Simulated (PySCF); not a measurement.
Gas-phase reaction: 4 SiH2F = SiHF3 + 2 SiH2 + SiH3F

Computed with PySCF and rigid-rotor harmonic-oscillator thermochemistry at 1 bar. † marks an energy on the PBE0/def2-TZVP geometry and frequencies; other levels use their own. MP2 freezes the core. 6-31G* has spherical d functions here. Open shells (unrestricted): SiH2F (multiplicity 2); the rest are closed-shell singlets. B3LYP is the form with VWN-RPA correlation. SiH2F: computed as isolated molecules; such fragments, hydroxides, amides, oligomers or adducts are transient or little studied in the gas. MP2 isn't extrapolated to the basis-set limit; its ΔH°(298 K) is -259.5 kJ in def2-SVP and -264.4 kJ in def2-TZVPP. The harmonic model lacks anharmonicity and excited electronic states, which grow with temperature; levels with a mode under 35 cm⁻¹ are left out.

```json
[
 {"level": "B3LYP/6-31G*", "ΔE electronic, kJ": "-278", "ΔH°(298 K), kJ": "-279", "ΔS°(298 K), J/K": "-68", "ΔG°(1800 K), kJ": "-160"},
 {"level": "M06-2X/def2-TZVP†", "ΔE electronic, kJ": "-268", "ΔH°(298 K), kJ": "-270", "ΔS°(298 K), J/K": "-68", "ΔG°(1800 K), kJ": "-150"},
 {"level": "MP2/def2-SVP†", "ΔE electronic, kJ": "-257", "ΔH°(298 K), kJ": "-260", "ΔS°(298 K), J/K": "-68", "ΔG°(1800 K), kJ": "-140"},
 {"level": "PBE/def2-SVP", "ΔE electronic, kJ": "-227", "ΔH°(298 K), kJ": "-229", "ΔS°(298 K), J/K": "-68", "ΔG°(1800 K), kJ": "-110"},
 {"level": "PBE0/def2-QZVP†", "ΔE electronic, kJ": "-221", "ΔH°(298 K), kJ": "-223", "ΔS°(298 K), J/K": "-68", "ΔG°(1800 K), kJ": "-104"},
 {"level": "PBE0/def2-SVP†", "ΔE electronic, kJ": "-231", "ΔH°(298 K), kJ": "-233", "ΔS°(298 K), J/K": "-68", "ΔG°(1800 K), kJ": "-114"},
 {"level": "PBE0/def2-TZVP", "ΔE electronic, kJ": "-224", "ΔH°(298 K), kJ": "-226", "ΔS°(298 K), J/K": "-68", "ΔG°(1800 K), kJ": "-107"},
 {"level": "r2SCAN/def2-TZVP†", "ΔE electronic, kJ": "-196", "ΔH°(298 K), kJ": "-198", "ΔS°(298 K), J/K": "-68", "ΔG°(1800 K), kJ": "-78"},
 {"level": "ωB97M-V/def2-TZVP†", "ΔE electronic, kJ": "-311", "ΔH°(298 K), kJ": "-313", "ΔS°(298 K), J/K": "-68", "ΔG°(1800 K), kJ": "-193"}
]
```
ΔH° is lowest at ωB97M-V/def2-TZVP† and highest at r2SCAN/def2-TZVP†. No reference value is set beside these.
